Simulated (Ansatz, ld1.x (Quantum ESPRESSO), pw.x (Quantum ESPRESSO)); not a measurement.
## Equation-of-state test of one TM potential (molybdenum)

* Element: Mo (Z = 42)
* Generator: ld1.x (Quantum ESPRESSO) 7.5
* Type: norm-conserving Troullier–Martins (Kleinman–Bylander form)
* Functional: PBEsol
* Relativity: scalar-relativistic
* Frozen core: [Kr]
* Valence charge: 6
* Reference configuration: 4d5.5 5s0.5 5p0
* Partial waves: 5s (bound): rc 3.30 bohr; 5p (bound, empty): rc 3.80 bohr; 4d (bound): rc 2.60 bohr
* Local potential: the d channel
* Core correction: none

Atomic tests: cutoffs needed: 30 Ry and 35 Ry (the cutoffs (Ry, on a coarse ladder) from which the occupation-weighted sum of valence levels, in a spherical-Bessel basis at the reference potential, stays within 10 and 1 mRy of its value at 400 Ry); ghost test: ghost states, extra bound levels that the all-electron valence spectrum of the same l lacks: s at -43.3 eV, p at -5.6 eV; a true bound ghost makes a file unfit for plane-wave use (spherical-Bessel basis up to 400 Ry, 20 bohr box); configuration tests: 2 of 7 tests not solved or not reliable.

Crystal test: bcc Mo in pw.x 7.5, no spin, 15³ k-points, Fermi–Dirac smearing 0.01 Ry, cutoffs 45/180 Ry. The reference is all-electron LAPW (Ansatz 0.2.0) with the same functional, mesh and smearing; V0 and B0 come from Birch–Murnaghan fits to the pressures at five volumes. Errors are pseudo minus all-electron; Δ is the rms difference of the E(V) curves that follow from these fits, minima aligned, over ±6 % about the mean V0. Mesh and smearing are coarse, so the numbers serve the comparison and aren't converged zero-temperature values; the lattice is a test structure that the element need not adopt.

All-electron: a0 = 3.131 Å (V0 = 15.34 Å³/atom), B0 = 279.7 GPa.

How far does the potential miss the all-electron equation of state?

mean pressure error (GPa): +90.95. The pressure does not cross zero within the volumes sampled, so no fit is given. The largest radius (3.80 bohr) exceeds half the bond length (2.56 bohr), so the spheres overlap, which is one possible source of error among others. This is a poor potential for the solid. Note: ghost states, extra bound levels that the all-electron valence spectrum of the same l lacks: s at -43.3 eV, p at -5.6 eV. A true bound ghost makes a file unfit for plane-wave use. Atomic configuration tests: 2 of 7 tests not solved or not reliable.

```tsv
V (Å³/atom)	P all-electron (GPa)	P pseudo (GPa)
14.561	16.26	109.30
14.944	7.74	100.05
15.327	0.24	91.49
15.710	-6.34	83.53
16.093	-12.13	76.13
```

At the middle volume, how do free energy and pressure move when the wave cutoff is lowered (ecutrho kept at four times it)?

| cutoff (Ry) | shift of F (meV/atom) | shift of P (GPa) |
| --- | --- | --- |
| 20 | +551.4 | -30.73 |
| 27 | +92.0 | -0.11 |
| 36 | +48.4 | -0.61 |

The run at the middle volume (120 k-points, 9 iterations) took about 9 s on one core of a shared host (Neoverse-V1, 32 threads, 247 GiB, load 10).
